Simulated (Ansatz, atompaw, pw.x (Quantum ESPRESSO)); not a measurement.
## pw.x on fcc Pt: one setting changed

Potential: PAW, atompaw 4.2.0.5, PBE; core [Kr] 4d10 4f14, reference 5s2 5p6 5d9 6s1 6p0; waves: 5s (bound): rc 1.50 bohr; 6s (bound): rc 1.75 bohr; 5p (bound): rc 1.65 bohr; 6p (bound, empty): rc 1.90 bohr; 5d (bound): rc 1.90 bohr; 5d channel at 0.55 Ry: rc 1.90 bohr; local part: bessel scheme, radius 1.75 bohr; core correction: smooth core density matched at 1.65 bohr; augmentation: besselshape compensation charge, radius 1.55 bohr; PAW radius 1.90 bohr; waves and projectors: custom rrkj gramschmidtortho.

The reference run (k-mesh 14³, cutoffs 85/850 Ry, Fermi–Dirac 0.01 Ry, mixing_beta 0.4, conv_thr 1e-9, no spin) gives 1.23 GPa at 15.640 Å³/atom, where all-electron LAPW gives 0.53 GPa. This run, with its own iteration cap, changes nspin = 2 with starting_magnetization to 0.2.

```
&control
  calculation='scf', prefix='x', pseudo_dir='./', outdir='./tmp', tstress=.true., disk_io='none'
/
&system
  ibrav=0, nat=1, ntyp=1, ecutwfc=85, ecutrho=850, nbnd=17,
  occupations='smearing', smearing='fd', degauss=0.01, nspin=2, starting_magnetization(1)=0.2
/
&electrons
  conv_thr=1e-09, mixing_beta=0.4, electron_maxstep=60
/
ATOMIC_SPECIES
Pt 1.0 Pt.UPF
CELL_PARAMETERS angstrom
  0.00000000 1.98488607 1.98488607
  1.98488607 0.00000000 1.98488607
  1.98488607 1.98488607 0.00000000
ATOMIC_POSITIONS crystal
Pt 0.0000 0.0000 0.0000
K_POINTS automatic
14 14 14 0 0 0
```

```bash
pw.x < Pt.scf.in > Pt.scf.out
```

How does the run end?

It converges in 12 iterations; the free energy moves by +0.4 meV/atom and the pressure by +0.00 GPa. The result is that of the reference run.

```
Message from routine setup:
     using ibrav=0 with symmetry is DISCOURAGED, use correct ibrav instead
     lattice parameter (alat)  =       5.3046  a.u.
     unit-cell volume          =     105.5440 (a.u.)^3
     number of electrons       =        18.00
     number of Kohn-Sham states=           17
     kinetic-energy cutoff     =      85.0000  Ry
     charge density cutoff     =     850.0000  Ry
     scf convergence threshold =      1.0E-09
     Exchange-correlation= SLA PW PBX PBC
     atomic species   magnetization
     number of k points=   104  Fermi-Dirac smearing, width (Ry)=  0.0100
     iteration #  1     ecut=    85.00 Ry     beta= 0.40
     total energy              =    -916.73703726 Ry
     estimated scf accuracy    <       0.23692024 Ry
     total magnetization       =     0.90 Bohr mag/cell
     absolute magnetization    =     0.94 Bohr mag/cell
     iteration #  2     ecut=    85.00 Ry     beta= 0.40
     total energy              =    -916.78965748 Ry
     estimated scf accuracy    <       0.04098618 Ry
     total magnetization       =     0.78 Bohr mag/cell
     absolute magnetization    =     0.83 Bohr mag/cell
     iteration #  3     ecut=    85.00 Ry     beta= 0.40
     total energy              =    -916.80572854 Ry
     estimated scf accuracy    <       0.01354622 Ry
     total magnetization       =     0.64 Bohr mag/cell
     absolute magnetization    =     0.69 Bohr mag/cell
     [... 6 iterations left out ...]
     iteration # 10     ecut=    85.00 Ry     beta= 0.40
     total energy              =    -916.81224538 Ry
     estimated scf accuracy    <          4.8E-09 Ry
     total magnetization       =    -0.00 Bohr mag/cell
     absolute magnetization    =     0.00 Bohr mag/cell
     iteration # 11     ecut=    85.00 Ry     beta= 0.40
     total energy              =    -916.81224545 Ry
     estimated scf accuracy    <          9.7E-09 Ry
     total magnetization       =     0.00 Bohr mag/cell
     absolute magnetization    =     0.00 Bohr mag/cell
     iteration # 12     ecut=    85.00 Ry     beta= 0.40
     the Fermi energy is    22.0741 ev
!    total energy              =    -916.81224547 Ry
     estimated scf accuracy    <          4.9E-10 Ry
     smearing contrib. (-TS)   =      -0.00682874 Ry
     The total energy is F=E-TS. E is the sum of the following terms:
     one-electron contribution =     -49.32518133 Ry
     hartree contribution      =      42.61633878 Ry
     xc contribution           =     -24.22654329 Ry
     ewald contribution        =    -198.01898907 Ry
     one-center paw contrib.   =    -687.85104182 Ry
     total magnetization       =     0.00 Bohr mag/cell
     absolute magnetization    =     0.00 Bohr mag/cell
     convergence has been achieved in  12 iterations
          total   stress  (Ry/bohr**3)                   (kbar)     P=       12.26
     Message from routine punch:
     Nothing written, as per user request (disk_io='none')
```

The run took about 49 s on one core of a shared host (Intel(R) Xeon(R) 6975P-C, 192 threads, 378 GiB, load 36).
